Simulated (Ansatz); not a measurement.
# C3H7FO2: the cost of one run

Method: RKS PBE0-D4/def2-SVP, in Ansatz 0.2.0.

## Step 1: The structure to begin with

Bond lengths: O1–C2 1.478 Å, C2–C3 1.515 Å, C3–O4 1.430 Å, C3–C5 1.509 Å, C5–F6 1.369 Å, O1–H7 0.961 Å, C2–H8 1.064 Å, C2–H9 1.137 Å, C3–H10 1.139 Å, O4–H11 0.992 Å, C5–H12 1.097 Å, C5–H13 1.090 Å. Angles (14 of 20 angles, heavy atoms first): O1–C2–C3 107.8°, C2–C3–O4 113.0°, C2–C3–C5 113.2°, O4–C3–C5 110.6°, C3–C5–F6 109.8°, O1–C2–H8 110.3°, O1–C2–H9 108.6°, C3–C2–H8 108.1°, C3–C2–H9 111.1°, C2–O1–H7 103.0°, C2–C3–H10 108.9°, O4–C3–H10 103.2°, C5–C3–H10 107.3°, C3–O4–H11 102.0°.

As a file:

```xyz
13

O    -0.2032   -2.1470   -0.1255
C    -0.5583   -0.7897    0.3382
C     0.4962    0.1679   -0.1778
O     0.6258    0.1413   -1.6020
C     0.3047    1.5823    0.3115
F    -1.0009    1.9585    0.1461
H    -0.9535   -2.6763    0.1589
H    -1.4983   -0.4963   -0.0661
H    -0.5873   -0.7916    1.4744
H     1.5189   -0.1798    0.1828
H     0.4722   -0.8178   -1.8052
H     0.9378    2.3149   -0.2037
H     0.4663    1.6988    1.3831
```

## Step 2: End point A

input.yaml reads:

```yaml
crystal:
  periodic: [false, false, false]
  atoms:
    - { symbol: O, position_ang: [-0.2032, -2.147, -0.1255] }
    - { symbol: C, position_ang: [-0.5583, -0.7897, 0.3382] }
    - { symbol: C, position_ang: [0.4962, 0.1679, -0.1778] }
    - { symbol: O, position_ang: [0.6258, 0.1413, -1.602] }
    - { symbol: C, position_ang: [0.3047, 1.5823, 0.3115] }
    - { symbol: F, position_ang: [-1.0009, 1.9585, 0.1461] }
    - { symbol: H, position_ang: [-0.9535, -2.6763, 0.1589] }
    - { symbol: H, position_ang: [-1.4983, -0.4963, -0.0661] }
    - { symbol: H, position_ang: [-0.5873, -0.7916, 1.4744] }
    - { symbol: H, position_ang: [1.5189, -0.1798, 0.1828] }
    - { symbol: H, position_ang: [0.4722, -0.8178, -1.8052] }
    - { symbol: H, position_ang: [0.9378, 2.3149, -0.2037] }
    - { symbol: H, position_ang: [0.4663, 1.6988, 1.3831] }
basis:
  gaussian: { orbitals: def2-SVP }
hamiltonian:
  xc: pbe0
  dispersion: d4
relax:
  f_tol: 0.02
  max_steps: 50
```

The run is started by

```bash
ansatz run input.yaml --threads 2 --pin off --max-ram 3072MiB --backend cpu --events-out ev --progress --plain --runs-dir out
```

**Question.** How long does this run take on 2 threads of Intel Xeon Platinum 8488C (Sapphire Rapids), shared host, and how much memory does it need?

About 18 s, with a peak of 0.3 GiB.
